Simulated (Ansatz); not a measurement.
# An input for doublet [SiH2]−

[SiH2]−: 3 atoms, total charge -1, spin state doublet. SMILES of the parent species: `[SiH2]`. Geometry: relaxed at PBE0-D4/def2-TZVP. That shape belongs to the parent species and isn't relaxed for this state.

| atom | x (Å) | y (Å) | z (Å) |
| --- | --- | --- | --- |
| Si | -0.4912 | 0.4686 | -0.2136 |
| H | 0.8403 | 0.5786 | 0.5225 |
| H | -0.3491 | -1.0472 | -0.3089 |

Settings wanted:

- basis set: 3-21G
- core potential: none
- integral approximation: none
- task: energy
- method: CCSDT(Q)
- dispersion: none
- reference: UHF
- accuracy: high
- frozen core orbitals: 5
- d and f functions: spherical

Give an Ansatz 0.2.0 job that does this.

One that was run (others would do as well):

run.yaml:
```yaml
crystal:
  periodic: [false, false, false]
  atoms:
    - {symbol: Si, position_ang: [-0.491200, 0.468600, -0.213600]}
    - {symbol: H, position_ang: [0.840300, 0.578600, 0.522500]}
    - {symbol: H, position_ang: [-0.349100, -1.047200, -0.308900]}
basis:
  gaussian:
    orbitals: 3-21G.json
scf:
  omitted_lower_state_checks: [cluster_reference, increment]
magnetization:
  spin_polarized: true
  initial_magnetization: 1
correlation:
  method: ccsdt_q
  frozen_orbitals: {H: 0, Si: 5}
accuracy: high
total_charge: -1
```

```bash
$ ansatz run run.yaml --threads 1 --pin off --max-ram 2610MiB --events-out events.jsonl --progress --plain --runs-dir runs
```

(Basis files named in the input come from the Basis Set Exchange and aren't shown.)

Calculated total energy: -288.55876 Eh. Without diffuse functions such a state is poorly described.
